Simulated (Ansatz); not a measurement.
Stepwise reaction of `N[SiH2]N` with hydrogen fluoride, as a gas-phase model of exchange steps in deposition or etching. ΔE in kJ/mol; ΔG adds harmonic PBE0-D4 terms to CCSD(T)/CBS, at 1 bar.

Isolated molecules relaxed with PBE0-D4/def2-TZVP in Ansatz; ΔE leaves out vibrations. CBS: MP2 limit from def2 TZ/QZ plus the TZ coupled-cluster correction, frozen cores. This one scheme is used for every species. Functionals use def2-TZVPP. B3LYP here is the variant with VWN-RPA as its local correlation; programs differ in this. One conformer a species, not always the lowest.

```tsv
step	reaction	PBE-D4	B3LYP-D4	ωB97M-V	CCSD(T)/CBS	ΔG(400 K)
1	`N[SiH2]N` + H–F → `N[SiH2]F` + NH₃	-91.7	-97.5	-97.0	-93.4	-93.6
2	`N[SiH2]F` + H–F → `F[SiH2]F` + NH₃	-74.1	-80.6	-79.3	-78.5	-74.6
```

By hand: ΔE of the 2 steps together at CCSD(T)/CBS.

(-93.4) + (-78.5) = -171.9 kJ/mol, or -86.0 kJ/mol a step.

In ΔE each step is higher than the one before. All are downhill at CCSD(T)/CBS. ΔG lies between -93.6 and -74.6 kJ/mol a step. PBE-D4 differs from CCSD(T)/CBS by 1.7 to 4.4 kJ/mol a step. Isolated molecules leave out the surface, adducts and barriers. Largest T1 diagnostic: 0.012.
